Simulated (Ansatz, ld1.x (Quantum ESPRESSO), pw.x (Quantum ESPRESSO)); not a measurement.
## Sc: one change to the RRKJ potential, in the atom and in the bcc crystal

```json
{
 "Element": "Sc",
 "Generator": "ld1.x (Quantum ESPRESSO) 7.5",
 "Type": "norm-conserving RRKJ (Kleinman–Bylander form)",
 "Functional": "PBEsol",
 "Relativity": "scalar-relativistic",
 "Frozen core": "[Ar]",
 "Valence charge": "3",
 "Reference configuration": "3d1 4s2 4p0",
 "Partial waves": "4p (bound, empty): rc 4.05 bohr; 3d (bound): rc 2.25 bohr; 4f channel at 0.05 Ry: rc 3.25 bohr; 4s (bound): rc 2.85 bohr",
 "Local potential": "the s channel",
 "Core correction": "a·sin(br)/r model core, default radius (core density twice the valence density)",
 "rho0": "0.005"
}
```

Change: wave 4p (bound): rc 4.05 bohr becomes 4p (bound): rc 5.26 bohr.

Cutoffs, loose and tight: the cutoffs (Ry, on a coarse ladder) from which the occupation-weighted sum of valence levels, in a spherical-Bessel basis at the reference potential, stays within 10 and 1 mRy of its value at 400 Ry. They do not see the model core or the augmentation charge, which bear on the density cutoff. Test errors are all-electron minus pseudo excitation energies from the reference, over the configurations 3d1 4s1 4p0; 3d1 4s0 4p0; 3d1 4s1.5 4p0; 3d0 4s2 4p0; 3d0 4s2 4p1; 3d2 4s1 4p0; 3d1 4s0 4p2; variants that change the core or the reference have their own tests.

Crystal test: bcc Sc in pw.x 7.5, no spin, 13³ k-points, Fermi–Dirac smearing 0.01 Ry, cutoffs set for each file from its atomic test. The reference is all-electron LAPW (Ansatz 0.2.0) with the same functional, mesh and smearing; V0 and B0 come from Birch–Murnaghan fits to the pressures at five volumes. Errors are pseudo minus all-electron; Δ is the rms difference of the E(V) curves that follow from these fits, minima aligned, over ±6 % about the mean V0. Mesh and smearing are coarse, so the numbers serve the comparison and aren't converged zero-temperature values; the lattice is a test structure that the element need not adopt.

All-electron: a0 = 3.635 Å (V0 = 24.01 Å³/atom), B0 = 54.6 GPa.

Does the change bring the crystal closer to the all-electron result?

The mean pressure error goes from +1.60 to +2.09 GPa, so the change moves the solid further from the all-electron pressures.

| quantity | base | changed |
| --- | --- | --- |
| outcome (atom) | generated | generated |
| cutoff, loose (atom) | 30 Ry | 30 Ry |
| cutoff, tight (atom) | 35 Ry | 35 Ry |
| bound ghosts (atom) | none | none |
| largest test error (meV) (atom) | -80 | -76 |
| cutoffs in pw.x (Ry) | 50/200 | 50/200 |
| a0 (Å) | 3.667 | 3.677 |
| a0 error (%) | +0.90 | +1.16 |
| B0 error (%) | +2.4 | +2.9 |
| Δ (meV/atom) | 8.0 | 10.3 |
| mean pressure error (GPa) | +1.60 | +2.09 |

Base: The largest radius (4.05 bohr) exceeds half the bond length (2.97 bohr), so the spheres overlap, which is one possible source of error among others. This is a poor potential for the solid. Changed file: The largest radius (5.26 bohr) exceeds half the bond length (2.97 bohr), so the spheres overlap, which is one possible source of error among others. This is a poor potential for the solid. The atomic cutoffs weigh occupied waves only.
